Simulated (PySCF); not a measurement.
Molecule: SMILES Fc1ccccc1, C$_{6}$H$_{5}$F.

Molfile (atoms numbered from 1):
```
C6H5F
     RDKit          3D

 12 12  0  0  0  0  0  0  0  0999 V2000
   -2.2346   -1.2777   -0.1212 F   0  0  0  0  0  0  0  0  0  0  0  0
   -1.1170   -0.5513   -0.1294 C   0  0  0  0  0  0  0  0  0  0  0  0
    0.1125   -1.2000   -0.1540 C   0  0  0  0  0  0  0  0  0  0  0  0
    1.2767   -0.4334   -0.1623 C   0  0  0  0  0  0  0  0  0  0  0  0
    1.2071    0.9597   -0.1461 C   0  0  0  0  0  0  0  0  0  0  0  0
   -0.0379    1.5883   -0.1217 C   0  0  0  0  0  0  0  0  0  0  0  0
   -1.2113    0.8357   -0.1131 C   0  0  0  0  0  0  0  0  0  0  0  0
    0.1403   -2.2910   -0.1663 H   0  0  0  0  0  0  0  0  0  0  0  0
    2.2479   -0.9331   -0.1815 H   0  0  0  0  0  0  0  0  0  0  0  0
    2.1225    1.5551   -0.1525 H   0  0  0  0  0  0  0  0  0  0  0  0
   -0.1003    2.6789   -0.1090 H   0  0  0  0  0  0  0  0  0  0  0  0
   -2.1969    1.3042   -0.0941 H   0  0  0  0  0  0  0  0  0  0  0  0
  1  2  1  0
  2  3  2  0
  3  4  1  0
  4  5  2  0
  5  6  1  0
  6  7  2  0
  7  2  1  0
  3  8  1  0
  4  9  1  0
  5 10  1  0
  6 11  1  0
  7 12  1  0
M  END
```

Spin–spin couplings on one PBE0-D3(BJ)/def2-SVP geometry, PySCF 2.14, gas phase, non-relativistic, equivalent pairs averaged (spin–dipole term only in couplings to heteroatoms); isotopes ¹H; functional B3LYP.

Reference values (Hz): ³J(H8,H9) = 8.4 (measured; solution (compiled); Pretsch, Buehlmann, Badertscher, Structure Determination of Organic Compounds, 4th ed., Springer 2009); ³J(H9,H10) = 7.5 (measured; solution (compiled); Pretsch, Buehlmann, Badertscher, Structure Determination of Organic Compounds, 4th ed., Springer 2009).

Question: How do the couplings (Hz) change with the basis set? Times are CPU seconds on shared hosts with different chips, so compare them loosely. Far from the basis limit: pcJ-0, 6-31G*, def2-TZVP, cc-pVTZ.

Answer: 
```tsv
basis set	functions	³J(H8,H9)	³J(H9,H10)	mean abs. error	core-s
pcJ-0	106	8.1	7.2	0.3	9.6
6-31G*	108	7.9	7.0	0.5	7.7
pcJ-1	239	9.3	8.2	0.8	32
def2-TZVP	247	7.2	6.3	1.2	38
cc-pVTZ	280	7.4	6.5	1.0	30
```

Errors compare magnitudes, without vibrational corrections, and the largest couplings weigh most in the mean. Closest: pcJ-0 and 6-31G*, practically level; furthest: def2-TZVP.

The Fermi-contact term samples the wavefunction at the nucleus, which is why sets with added tight s functions (names with J) are made for couplings. Agreement of an ordinary basis with the reference is then largely a cancellation of errors.
